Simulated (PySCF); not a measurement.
A PySCF script (with the pyscf-properties extension) for the NMR shieldings of `[SiH2](O)O`, H₄O₂Si, on a GFN2-xTB geometry:

```python
import basis_set_exchange as bse
import numpy as np
from pyscf import gto, dft
from pyscf.prop import nmr

atoms = """
O     1.060367   -0.734091   -0.159474
Si   -0.069364    0.426837    0.053682
O    -1.492316   -0.314320   -0.149567
H     1.985707   -0.522317   -0.102709
H     0.019218    1.451273   -0.977700
H     0.034231    0.963116    1.409177
H    -1.534510   -1.265594   -0.100487
"""
names = dict.fromkeys(["O", "Si", "H"], "pcSseg-1")
basis = {el: gto.basis.parse(bse.get_basis(n, elements=[el], fmt="nwchem")) for el, n in names.items()}
mol = gto.M(atom=atoms, basis=basis, charge=0, verbose=0)
mf = dft.RKS(mol, xc="PBE0")
mf.grids.level = 2
mf.grids.alignment = dft.numint.BLKSIZE   # the property module wants whole blocks of grid points
mf.conv_tol = 1e-9
mf.kernel()

calc = nmr.RKS(mf)   # GIAO
C = mf.mo_coeff
Co = C[:, mf.mo_occ > 0]
resp = mf.gen_response(singlet=True, hermi=2)
def vind(x):   # induced exchange potential for any number of trial vectors
    d = np.einsum("pi,xij,qj->xpq", C, 2 * x.reshape(-1, C.shape[1], Co.shape[1]), Co, optimize=True)
    return np.einsum("xpq,pi,qj->xij", resp(d - d.transpose(0, 2, 1)), C, Co, optimize=True).ravel()
mo1, _ = nmr.rhf.solve_mo1(calc, with_cphf=vind)
sigma = calc.kernel(mo1)
for i, s in enumerate(sigma):   # ppm
    w = np.linalg.eigvalsh((s + s.T) / 2)
    print("%2d %-2s iso %8.1f  s11 %8.1f  s22 %8.1f  s33 %8.1f" % (i, mol.atom_pure_symbol(i), w.mean(), *w))
```

**Question.** What are the results?

**Answer.** 
```
 0 O  iso    302.5  s11    263.6  s22    289.0  s33    355.0
 1 Si iso    376.9  s11    355.1  s22    372.8  s33    402.8
 2 O  iso    308.7  s11    258.1  s22    308.6  s33    359.6
 3 H  iso     30.7  s11     22.9  s22     24.6  s33     44.7
 4 H  iso     26.6  s11     23.4  s22     24.3  s33     32.1
 5 H  iso     26.5  s11     23.2  s22     24.2  s33     32.0
 6 H  iso     30.2  s11     22.0  s22     25.7  s33     42.9
```

These numbers come from an equivalent density-fitted implementation of the same equations, which agrees with the script to about 0.01 ppm for H and up to a few tenths of a ppm for heavy atoms, so last digits may differ.

**Question.** Turn these shieldings into chemical shifts. Chemical shifts δ = σref − σ; ¹⁷O (σref 336.08) vs H2O; TMS for ²⁹Si (σref 349.16), ¹H (σref 31.72), all at this level.

**Answer.** Averaging equivalent atoms: O 0/2: 30.5; Si 1: -27.7; H 4/5: 5.16; H 3/6: 1.26 ppm. Experimental scales use liquid or dissolved standards, which lie at an offset from isolated H2O (liquid H2O: subtract about 36 ppm).

Size and cost of the density-fitted run: 78 basis functions, 5.3 s wall time on 1 thread of an x86-64 server CPU, shared host.
